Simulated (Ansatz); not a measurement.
HSiMg, doublet: reading a ladder of total energies

Geometry: a point of a bend scan, not a stationary point.

```csv
atom,x (Å),y (Å),z (Å)
Si,0.0000,0.5414,0.9942
Mg,0.0000,-0.7083,-1.2122
H,0.0000,1.9944,1.5281
```

Basis 6-31G; Ansatz 0.2.0. Only valence electrons are correlated (noble-gas cores frozen), which leaves 7 electrons in 18 orbitals. R marks a restricted (for open shells ROHF) determinant. The metal's outer-core shells are frozen, which leaves out core–valence correlation.

Full CI is exact within this basis and frozen core; it isn't the basis-set limit.

RCCSD has a T1 diagnostic of 0.110 and a largest doubles amplitude of 0.26.

Runs differ by some tens of microhartree through their thresholds and, for an open shell, their frozen cores, so steps under 0.03 kcal/mol mean nothing.

```csv
level,total energy (hartree)
RHF,-488.970499
RMP2,-489.032995
RCCSD,-489.066508
RCCSD(T),-489.069380
RCCSDT,-489.070619
RCCSDT(Q),-489.070808
RCCSDTQ,-489.070825
full CI,-489.070833
```

Q: What is the correlation energy at full CI, and what share of it do RMP2 and RCCSD recover?

A: E(corr) = -489.070833 − (-488.970499) = -0.100334 hartree = -2.730 eV. RMP2: -0.062496 / -0.100334 = 62.29 %. RCCSD: -0.096009 / -0.100334 = 95.69 %.

Q: By how many kcal/mol does RCCSD(T) miss full CI (1 hartree = 627.509 kcal/mol), and which steps make up the rest?

A: -489.069380 − (-489.070833) = 0.001453 hartree = 0.91 kcal/mol. Steps: RCCSDT − RCCSD(T) = -0.78, RCCSDT(Q) − RCCSDT = -0.12, RCCSDTQ − RCCSDT(Q) = -0.01, full CI − RCCSDTQ = -0.01 kcal/mol. With more than one leading determinant such errors change with state and geometry, and needn't cancel in differences.
